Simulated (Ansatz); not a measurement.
Input file:

```yaml
crystal:
  periodic: [false, false, false]
  atoms:
    - {symbol: Al, position_ang: [0.000000, 0.000000, 0.000000]}
    - {symbol: As, position_ang: [0.000000, 0.000000, 2.421000]}
basis:
  gaussian: {orbitals: aug-cc-pVDZ, point_charges: [{charge: 0.50, position_ang: [2.565, -0.932, 0.043]}]}
magnetization: {spin_polarized: true, initial_magnetization: 2}
hamiltonian: {xc: {name: PBE}}
correlation: {method: ccsd, electrons: outside_noble_gas}
scf: {lower_state_search: off}
```

```sh
$ ansatz run in.yaml --threads 1 --pin off --events-out ev --progress --plain --max-ram 2393MiB
```

Question: Roughly how long does this take on 1 thread of AMD EPYC, shared host, and how much host memory?

Answer: 6.5 s wall and 0.16 GiB.

```
these checks for a lower state are left out or cut short: stability, starts, cluster_reference, orbital_swaps, neighbouring_geometries, increment
699 factors; integrals over basis functions are off by at most 5.7e-4 eV
mean field evaluation 1: about -67422.1365 eV, gradient 1.0e1 eV
mean field evaluation 2: about -67422.1352 eV, gradient 1.0e1 eV
mean field evaluation 4: about -67422.4403 eV, gradient 8.9e0 eV
mean field evaluation 8: about -67423.3471 eV, gradient 7.2e-2 eV
mean field evaluation 16: about -67423.3476 eV, gradient 8.9e-4 eV
mean field -67423.34760525 eV, -2477.7623233064 hartree, gradient 1.8e-6 eV, S^2 2.031384; 0 other end points of the search recorded, 0 dependent functions left out
19 core orbitals not correlated: weight in the atoms' cores, before any rotation towards them, 1.000 or more for the frozen orbitals, at most 0.000 for the correlated occupied ones
reference -67376.72380677 eV, -2476.0489303152 hartree; 5, 3 occupied and 39, 41 virtual orbitals, 699 factors
second order -3.70569636 eV of doubles, -0.24383411 eV of singles
cycle   1  -4.18317446 eV  change   -2.4e-1 eV  update   8.6e-2
cycle   2  -4.34439663 eV  change   -1.6e-1 eV  update   3.4e-2
cycle   3  -4.40974151 eV  change   -6.5e-2 eV  update   1.8e-2
cycle   4  -4.41564007 eV  change   -5.9e-3 eV  update   9.2e-3
cycle   5  -4.41873294 eV  change   -3.1e-3 eV  update   7.0e-3
cycle   6  -4.42064200 eV  change   -1.9e-3 eV  update   5.9e-3
cycle   7  -4.42426860 eV  change   -3.6e-3 eV  update   5.0e-3
cycle   8  -4.42806509 eV  change   -3.8e-3 eV  update   4.0e-3
cycle   9  -4.43034758 eV  change   -2.3e-3 eV  update   2.8e-3
cycle  10  -4.43206233 eV  change   -1.7e-3 eV  update   1.7e-3
cycle  11  -4.43242153 eV  change   -3.6e-4 eV  update   1.0e-3
cycle  12  -4.43313486 eV  change   -7.1e-4 eV  update   6.0e-4
cycle  13  -4.43295134 eV  change    1.8e-4 eV  update   3.5e-4
cycle  14  -4.43293258 eV  change    1.9e-5 eV  update   1.9e-4
cycle  15  -4.43304766 eV  change   -1.2e-4 eV  update   8.5e-5
cycle  16  -4.43302887 eV  change    1.9e-5 eV  update   3.4e-5
cycle  17  -4.43304361 eV  change   -1.5e-5 eV  update   1.5e-5
cycle  18  -4.43304094 eV  change    2.7e-6 eV  update   6.7e-6
Total energy: -67381.15684771 eV, -2476.2118415648 hartree
Checks for a lower state left out: stability, starts, cluster_reference, orbital_swaps, neighbouring_geometries, increment
```
